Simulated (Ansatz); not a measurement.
Cubic perovskite SrTiO3 (cubic form, which distorts at low temperature) was calculated with rVV10 (plane waves, PAW; Ansatz, a quantum-chemistry and plane-wave program).

Numerical settings: plane-wave cutoff 520 eV, 10×10×10 k mesh, Fermi–Dirac smearing 0.01 eV, no spin polarisation, scalar-relativistic PAW data made under PBE.

Response to compression and expansion:

```csv
V (Å³/atom),P (GPa),direct gap at Γ (eV),smallest gap on the k mesh (eV)
11.538,12.32,2.269,1.948
11.784,7.77,2.242,1.906
12.029,3.68,2.213,1.865
12.275,0.00,2.183,1.824
12.520,-3.29,2.152,1.783
12.766,-6.25,2.120,1.743
13.011,-8.91,2.088,1.704
```

The fundamental gap (1.82 eV at the equilibrium volume, with added k points) lies elsewhere than Γ–Γ.

Measured, for comparison: band gap 3.59 eV (zero-point renormalisation of 336 meV (experimental, the table's column) added back here, indirect; inputs from Miglio et al. (2020), arXiv:2011.12765).

Note: the relaxation could not lower the start's symmetry, so the cell can be a saddle point above a distorted one.

Spin–orbit coupling is not included.
